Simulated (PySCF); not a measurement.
SiCl2.
SMILES: `[Si](Cl)Cl`

The closed-shell ground state was solved at several levels (PySCF, density fitting, gas phase, non-relativistic). Isolated species at its PBE0-D3(BJ)/def2-SVP geometry, gas phase.

```
           level  basis functions  HOMO (eV)  LUMO (eV)  gap (eV)  dipole (D)
   PBE0/pcSseg-1               72      -7.95      -3.11      4.84        1.27
wB97X-D/pcSseg-1               72      -9.80      -1.40      8.40        1.37
```

Problem. What might wB97X-D/def2-SVPD (78 basis functions) give for the same quantities?

Solution. HOMO -9.74 eV, LUMO -1.29 eV, gap 8.45 eV, dipole 1.05 D.

Problem. Over all these levels, which gives the widest orbital gap and which the narrowest?

Solution. wB97X-D/def2-SVPD (range-separated hybrid) has the widest, 8.45 eV, and PBE0/pcSseg-1 (global hybrid, 25 % exact exchange) the narrowest, 4.84 eV. Functional and basis both differ between the two, so the spread mixes both effects.

Problem. How far do the dipole and the HOMO energy spread over the levels?

Solution. The dipole runs from 1.05 to 1.37 D (mean 1.23 D) and the HOMO from -9.80 to -7.95 eV.
